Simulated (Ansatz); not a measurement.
Start from `NCC=C=O` and change one atom or group to get `O=C=CS`.

Ansatz, PBE0-D4/def2-TZVP geometries, multiplicity 1. Each molecule was computed in one conformer, which needn't be the lowest.

```json
{"property": "LUMO energy (B3LYP/def2-TZVPP) / eV", "`NCC=C=O`": "-1.10"}
{"property": "LUMO energy (ωB97M-V/def2-TZVPP) / eV", "`NCC=C=O`": "1.41"}
{"property": "HOMO–LUMO gap (PBE/def2-TZVPP) / eV", "`NCC=C=O`": "3.58"}
{"property": "zero-point energy (PBE0-D4/def2-TZVP) / kJ/mol", "`NCC=C=O`": "208.0"}
{"property": "size of the dipole moment (ωB97M-V/def2-TZVPP) / D", "`NCC=C=O`": "2.70"}
{"property": "size of the dipole moment (B3LYP/def2-TZVPP) / D", "`NCC=C=O`": "2.75"}
```

(1) What does the change do to each property? (An estimate is asked.)

## Answers

(1) Computed: 
```json
{"property": "LUMO energy (B3LYP/def2-TZVPP) / eV", "`O=C=CS`": "-1.68", "shift": "-0.58"}
{"property": "LUMO energy (ωB97M-V/def2-TZVPP) / eV", "`O=C=CS`": "0.86", "shift": "-0.55"}
{"property": "HOMO–LUMO gap (PBE/def2-TZVPP) / eV", "`O=C=CS`": "3.50", "shift": "-0.08"}
{"property": "zero-point energy (PBE0-D4/def2-TZVP) / kJ/mol", "`O=C=CS`": "87.0", "shift": "-121.0"}
{"property": "size of the dipole moment (ωB97M-V/def2-TZVPP) / D", "`O=C=CS`": "1.37", "shift": "-1.33"}
{"property": "size of the dipole moment (B3LYP/def2-TZVPP) / D", "`O=C=CS`": "1.41", "shift": "-1.34"}
```

With PBE0 the HOMO falls by 0.46 eV and the LUMO falls by 0.61 eV, so the gap narrows by about 0.15 eV. PBE moves the HOMO by -0.49 eV and ωB97M-V by -0.40 eV. The zero-point energy changes by -121.0 kJ/mol with -12 modes. Dipoles are sizes alone; their direction can turn.

B3LYP here is the variant with VWN-RPA as its local correlation; programs differ in this.
